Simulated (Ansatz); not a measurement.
# The cluster In2As: geometry, orbitals and charge

Aim: characterise the cluster In2As as a doublet: its structure, frontier levels and distribution of charge and spin.

The runs use Ansatz 0.2.0, Gaussian basis; UKS PBE0-D4/def2-TZVP.

The runs, in order: relaxation at PBE-D4/def2-TZVP; a search for the lowest solution at PBE0-D4/def2-SVP; a single point at PBE0-D4/def2-TZVP; harmonic vibrations at PBE-D4/def2-TZVP.

4 further runs of the same task are left out: 4 set aside as unsound or not needed. Runs told in other sessions of the task aren't counted.

**1. The system as given**

3 atoms, charge 0, spin multiplicity 2.

Atoms are counted from 1 here; the program's logs count them from 0.

Bond lengths: In1–As3 2.643 Å, In2–As3 2.643 Å. Angles: In1–As3–In2 130.2°.

In takes a core potential in the def2 sets. No spin-orbit coupling is included.

The start is a GFN2-xTB geometry.

**2. Optimising with PBE-D4/def2-TZVP**

Contents of in.yaml:

```yaml
crystal:
  periodic: [false, false, false]
  atoms:
    - {symbol: In, position_ang: [1.323150, -0.493970, 1.972180]}
    - {symbol: In, position_ang: [-0.994910, -0.128180, -2.208370]}
    - {symbol: As, position_ang: [-0.328240, 0.622140, 0.236190]}
basis:
  gaussian: {orbitals: def2-TZVP}
magnetization: {spin_polarized: true, initial_magnetization: 1}
hamiltonian: {xc: pbe, dispersion: d4}
scf: {lower_state_search: "off"}
output: {orbitals: {seedname: orbitals}}
relax: {f_tol: 0.02, max_steps: 100}
```

The run is started by

```
> ansatz run in.yaml --threads 4 --pin off --events-out ev --progress --plain --max-ram 3916MiB
```

The runs that follow: Searching for the lowest solution, PBE0-D4/def2-SVP; Single point, PBE0-D4/def2-TZVP; Harmonic vibrations.

**Question.** What will the summary of the whole plan be? Wanted: point group; commonest bond; HOMO, LUMO at PBE0-D4/def2-TZVP; ⟨S²⟩; dipole at PBE-D4/def2-TZVP; lowest, highest wavenumber.

**Answer**, as computed:

```
                                         quantity                            value
                                      point group                              C2v
                                   commonest bond  As–In, 2 of mean length 2.697 Å
HOMO, LUMO at PBE0-D4/def2-TZVP (over both spins)                  -5.16, -3.29 eV
                                             ⟨S²⟩                            0.756
                       dipole at PBE-D4/def2-TZVP                           1.59 D
                       lowest, highest wavenumber                     33, 197 cm⁻¹
```

In words: The molecule keeps its bonding pattern by the stored test; the atoms moved 0.23 Å (rms), and the angle In1–As3–In2 went from 130° to 112°. All wavenumbers are real: a minimum at this level. Whether this spin is the lowest isn't tested here.
